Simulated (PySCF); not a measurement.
**H3NO (SMILES NO): QCISD(T)/STO-6G**

What is the energy change on altering one bond length of H3NO at QCISD(T)/STO-6G? The job is set up through a Python script.

The results are computed with PySCF 2.14.0.

10 further runs of the same task are left out: 2 that didn't finish, 8 set aside as unsound or not needed.

## 1. Starting point

H3NO has 5 atoms, charge 0, and is taken as a singlet. SMILES: `NO`. The shape is that of a GFN2-xTB optimisation. This is one conformer, not always the lowest.

Bond lengths: N1–O2 1.432 Å, N1–H3 1.020 Å, N1–H4 1.020 Å, O2–H5 0.966 Å. Angles: N1–O2–H5 105.0°, O2–N1–H3 105.6°, O2–N1–H4 105.6°, H3–N1–H4 107.4°.

## 2. The energy at QCISD(T)/STO-6G

start.xyz reads:

```xyz
5

N     -0.178910    -0.366440    -0.312920
O      0.371730     0.674250     0.501760
H     -0.161770    -1.206140     0.265260
H     -1.156690    -0.114310    -0.454620
H      1.125640     1.012630     0.000530
```

job.py reads:

```python
from pyscf import gto, cc

mol = gto.M(
    atom='start.xyz',
    verbose=3,
    max_memory=1860,
    basis='sto-6g',
)

calc0 = mol.RHF()
calc0.conv_tol = 1e-10
calc0.kernel()
if not calc0.converged:
    calc0 = calc0.newton().run(calc0.mo_coeff, calc0.mo_occ)

mycc = cc.QCISD(calc0, frozen=2)
mycc.kernel()
e_t = mycc.qcisd_t()
e_final = mycc.e_tot + e_t
print('Final energy', e_final)
```

Launch:

```bash
$ OMP_NUM_THREADS=1 python job.py
```

Standard output:

```text
converged SCF energy = -130.502322684666
E(QCISD) = -130.614992279254  E_corr = -0.1126695945883474
QCISD(T) correction = -0.000572643751975124
Final energy -130.61556492300593
```

It took 0.97 s on 1 thread of Arm Neoverse V1, shared host; peak memory 0.12 GiB.

## 3. The distorted shape at the same level

run.py reads:

```python
from pyscf import gto, scf, cc

system = gto.Mole()
system.atom = '''
N     -2.902542    -1.843483     1.113617
O     -1.861983     0.123136     2.653140
H     -2.870152    -3.430286     2.206219
H     -4.750278    -1.367026     0.845843
H      2.127151     1.913593     0.001002
'''
system.max_memory = 1860
system.unit = 'bohr'
system.spin = 0
system.verbose = 3
system.basis = 'sto-6g'
system.build()

mf = scf.RHF(system)
mf.conv_tol = 1e-10
mf.kernel()
if not mf.converged:
    mf = mf.newton().run(mf.mo_coeff, mf.mo_occ)

mycc = cc.QCISD(mf, frozen=2)
mycc.kernel()
e_t = mycc.qcisd_t()
e_final = mycc.e_tot + e_t
print('E(%s) = %.9f' % ('QCISD(T)', e_final))
```

Launch:

```bash
$ OMP_NUM_THREADS=1 python run.py
```

Standard output:

```text
converged SCF energy = -130.13003806356
E(QCISD) = -130.4836035592777  E_corr = -0.3535654957178943
QCISD(T) correction = -0.0120471723562123
E(QCISD(T)) = -130.495650732
```

Run time: 1.1 s. Hardware: 1 thread of Arm Neoverse V1, shared host; peak memory 0.1 GiB.

## 4. Results

At QCISD(T)/STO-6G, 2 core orbitals frozen:

| quantity | value |
| --- | --- |
| first shape: total energy | -130.61556 Eh |
| first shape: dipole moment (Hartree–Fock density) | 0.39 D |
| first shape: HOMO energy (Hartree–Fock orbitals) | -9.17 eV |
| first shape: LUMO energy (Hartree–Fock orbitals) | 14.32 eV |
| first shape: HOMO–LUMO gap (Hartree–Fock orbitals) | 23.49 eV |
| first shape: correlation energy (2 core orbitals frozen) | -113.2 mEh |
| first shape: (T) correction | -0.57 mEh |
| first shape: T1 diagnostic | 0.007 |
| distorted shape: total energy | -130.49565 Eh |
| distorted shape: dipole moment (Hartree–Fock density) | 2.07 D |
| distorted shape: HOMO energy (Hartree–Fock orbitals) | -4.77 eV |
| distorted shape: LUMO energy (Hartree–Fock orbitals) | 1.21 eV |
| distorted shape: HOMO–LUMO gap (Hartree–Fock orbitals) | 5.98 eV |
| distorted shape: correlation energy (2 core orbitals frozen) | -365.6 mEh |
| distorted shape: (T) correction | -12.05 mEh |
| distorted shape: T1 diagnostic | 0.023 |
| energy change with the O2–H5 bond stretched from 0.966 to 2.706 Å | 3.263 eV |

What this shows: One bond (distorted shape) is far stretched, which a spin-restricted single reference describes badly; perturbation theory on it can break down and give far too much correlation. With the O2–H5 bond stretched from 0.966 to 2.706 Å the energy rises by 3.26 eV (315 kJ/mol). The first shape isn't relaxed at this level, so the change isn't measured from a minimum. A restricted reference can't describe the breaking bond well at this length. The minimal basis adds a large error of its own. The triples (first shape) make up 0.5 % of the correlation energy. The T1 diagnostic (distorted shape) of 0.023 is above the customary mark for such species, so a single reference may not serve. The triples (distorted shape) make up 3.3 % of the correlation energy.
